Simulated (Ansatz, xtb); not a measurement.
# Relative energy of two isomers of C4H7O

Structure a: `C[C](C)C=O`, a doublet. Structure b: `[CH2]/C=C(\C)O`, a doublet. Both are isolated molecules in the gas phase, relaxed with PBE0-D3(BJ)/def2-SVP; the shapes shown needn't be the lowest conformers.

a (Å):

```json
{"atom": "C", "x (Å)": "-1.9509", "y (Å)": "-0.4959", "z (Å)": "1.1486"}
{"atom": "C", "x (Å)": "-1.4063", "y (Å)": "-0.8799", "z (Å)": "-0.1773"}
{"atom": "C", "x (Å)": "-0.3279", "y (Å)": "-1.8934", "z (Å)": "-0.2749"}
{"atom": "C", "x (Å)": "-1.9149", "y (Å)": "-0.2772", "z (Å)": "-1.3792"}
{"atom": "O", "x (Å)": "-1.5152", "y (Å)": "-0.5438", "z (Å)": "-2.5070"}
{"atom": "H", "x (Å)": "-1.1554", "y (Å)": "-0.0978", "z (Å)": "1.8038"}
{"atom": "H", "x (Å)": "-2.7422", "y (Å)": "0.2638", "z (Å)": "1.0660"}
{"atom": "H", "x (Å)": "-2.3668", "y (Å)": "-1.3734", "z (Å)": "1.6755"}
{"atom": "H", "x (Å)": "-0.6489", "y (Å)": "-2.8548", "z (Å)": "0.1635"}
{"atom": "H", "x (Å)": "-0.0487", "y (Å)": "-2.0510", "z (Å)": "-1.3251"}
{"atom": "H", "x (Å)": "0.5639", "y (Å)": "-1.5773", "z (Å)": "0.2946"}
{"atom": "H", "x (Å)": "-2.7264", "y (Å)": "0.4774", "z (Å)": "-1.2279"}
```

b (Å):

```xyz
12

C    -2.0861   -0.3110    1.5425
C    -2.3403   -0.8454    0.2899
C    -1.4185   -1.2158   -0.6832
C     0.0584   -1.1116   -0.5794
O    -1.8154   -1.7314   -1.8699
H    -1.0716   -0.1209    1.8990
H    -2.9084   -0.0632    2.2148
H    -3.3950   -1.0007    0.0210
H     0.4570   -0.4790   -1.3901
H     0.3696   -0.6864    0.3816
H     0.5233   -2.1054   -0.6917
H    -2.7785   -1.7786   -1.8859
```

Problem. Which of the two would you expect CCSD(T)/def2-SVP electronic energies to favour?

Solution. Structure a; the calculation gives E(b) − E(a) = +9.8 kcal/mol.

Level by level:

```csv
level,geometry,E(b) − E(a) (kcal/mol),departure from the last row (kcal/mol),"job, with rough time for the two"
GFN2-xTB,GFN2-xTB,+5.4,−4.3,"optimisation, 0.27 s"
HF/STO-3G,GFN2-xTB,+19.2,+9.4,"single point, 1.2 s"
r2SCAN-D4/def2-SVP,GFN2-xTB,+7.9,−1.9,"single point, 9.3 s"
PBE0-D3(BJ)/def2-SVP,PBE0-D3(BJ)/def2-SVP,+7.9,−1.8,"optimisation, 93 s"
HF/def2-SVP,PBE0-D3(BJ)/def2-SVP,+8.8,−1.0,part of the CCSD(T) run
MP2/def2-SVP,PBE0-D3(BJ)/def2-SVP,+8.3,−1.5,part of the CCSD(T) run
CCSD(T)/def2-SVP,PBE0-D3(BJ)/def2-SVP,+9.8,,"single point, 1.7 min"
```

As drawn, b has 1 C=C, 1 C–O, 1 O–H in place of 1 C–C, 1 C=O, 1 C–H.

None of the levels shown reverses the order. The largest departure from CCSD(T)/def2-SVP is that of HF/STO-3G, 9.4 kcal/mol. MP2 in a larger basis moves the difference by −3.2 kcal/mol, a step that isn't added because spin contamination makes open-shell MP2 unreliable in this search.

With harmonic frequencies from PBE0-D3(BJ)/def2-SVP (ideal gas, rigid rotor, one conformer each, 298.15 K, 1 atm): on the last row, ΔE + ΔZPE = +10.0, ΔH = +9.9, ΔG = +10.0 kcal/mol.

Open shells are spin-unrestricted, with notable spin contamination under HF/STO-3G, HF/def2-SVP, MP2/def2-SVP, CCSD(T)/def2-SVP. The correlated steps freeze 5 core orbitals. Run with Ansatz 0.2.0, xtb 6.7.1; the last row on 2 threads of Intel(R) Xeon(R) Processor @ 2.50GHz (Skylake/Cascade Lake) on a shared host.
